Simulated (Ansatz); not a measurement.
```yaml
crystal:
  periodic: [false, false, false]
  atoms:
    - {symbol: O, position_ang: [0.019058, -0.027989, 0.001802]}
    - {symbol: S, position_ang: [0.025820, 0.029614, 0.926710]}
basis:
  gaussian: {orbitals: def2-TZVPD}
magnetization: {spin_polarized: true, initial_magnetization: 2}
hamiltonian: {xc: {name: B2PLYP}}
accuracy: high
output: {forces: true}
```

```sh
$ ansatz run in.yaml --threads 2 --pin off --events-out ev --progress --plain --max-ram 32768MiB --backend cpu
```

Shortened log:

```
Functional definition: B2PLYP
1123 factors; integrals over basis functions are off by at most 4.1e-9 eV
mean field evaluation 1: about -12835.9912 eV, gradient 5.0e1 eV
mean field evaluation 2: about -12836.1666 eV, gradient 4.9e1 eV
mean field evaluation 4: about -12841.7169 eV, gradient 3.3e0 eV
mean field evaluation 8: about -12841.7724 eV, gradient 1.5e-1 eV
mean field evaluation 16: about -12841.7725 eV, gradient 5.3e-6 eV
mean field -12841.77250255 eV, -471.9264350026 hartree, gradient 1.7e-8 eV, S^2 2.005774; 0 other end points of the search recorded, 0 dependent functions left out
6 core orbitals not correlated: weight in the atoms' cores, before any rotation towards them, 0.999 or more for the frozen orbitals, at most 0.001 for the correlated occupied ones
reference -12841.77252138 eV, -471.9264356946 hartree; 7, 5 occupied and 73, 75 virtual orbitals, 1123 factors
second order -10.40341665 eV of doubles, -0.00000000 eV of singles
Total energy: -12844.58144387 eV, -472.0296616924 hartree
Atom 0 at     0.019058    -0.027989     0.001802 Å, force    -1.564429   -13.326795  -213.982937 eV/Å
Atom 1 at     0.025820     0.029614     0.926710 Å, force     1.564429    13.326795   213.982937 eV/Å
Dipole moment:    -0.001585    -0.013498    -0.216734 e Å
```

In this input the geometry is squeezed to about two thirds of its size. The run converged. The result belongs to that input, not to the molecule as meant.
